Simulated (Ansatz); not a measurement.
# singlet BN: levels of theory in one basis

| atom | x (Å) | y (Å) | z (Å) |
| --- | --- | --- | --- |
| B | 0.0000 | 0.0000 | 0.0000 |
| N | 0.0000 | 0.0000 | 1.1900 |

Basis set: def2-SVP (spherical functions). Correlated methods keep 2 orbitals frozen. Charge 0, multiplicity 1.

Computed with Ansatz (development build ahead of 0.2.0); each method stands on the lowest determinant of its kind that the runs found.

```
 method  E − E(RHF) (eV)  <S²> of the determinant
    RHF             0.00                     0.00
    UHF            -2.35                     1.08
RHF-MP2            -7.13                        –
```

What does UHF-MP2 give on the same scale?

-6.77 eV.

Is a single determinant a sound starting point here?

It is doubtful. Unrestricted orbitals lower Hartree–Fock by 2.35 eV and <S²> is 1.08 where a pure state has 0.00, a sign of strong static correlation.

Caution for RHF, RHF-MP2: an unrestricted determinant lies well below. Caution for UHF, UHF-MP2: the unrestricted determinant is a mixture of spin states. Caution for RHF-MP2: other determinants can give a lower correlated total.
